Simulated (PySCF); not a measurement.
Reaction (SMILES): N#C (CH-N) → [C-]#[NH+] (C-NH)
B3LYP-D3(BJ)/def2-TZVP geometries, fixed; electronic energies without zero-point terms.
Largest species:
```xyz
3

C      0.0000     0.0000    -0.4969
N      0.0000     0.0000     0.6493
H      0.0000     0.0000    -1.5636
```
Charge 0, spin multiplicity 1.

Basis-set convergence of the isomerisation energy at M06-2X with PySCF. All functions are spherical. Density fitting with generated auxiliary sets. No added dispersion term, no relativity. Functions are those of the species that has most. Reference: the value in aug-pcseg-3, 12.84 kcal/mol, itself unsure by roughly 0.03 kcal/mol (its mean distance from aug-cc-pVQZ, cc-pV5Z, def2-QZVPPD). Deviations are taken from unrounded values.

```tsv
basis	functions	isomerisation energy (kcal/mol)	minus reference (kcal/mol)
6-31G**	33	14.15	1.31
def2-SVP	33	12.59	-0.25
6-311G**	42	13.32	0.48
6-311+G**	50	13.02	0.18
6-311++G(2d,2p)	64	13.39	0.55
def2-TZVP	68	13.02	0.18
def2-TZVPP	76	12.82	-0.02
6-311++G(3df,3pd)	96	13.05	0.21
def2-QZVPP	144	12.92	0.08
```

The smallest set listed that lies within 1 kcal/mol of the reference with all its larger relatives (same family, alike in diffuse functions; a set with none counts only in the reference's own line) is def2-SVP (33 functions, -0.25 kcal/mol off). Inside, with no larger relative to test it: 6-311G**.
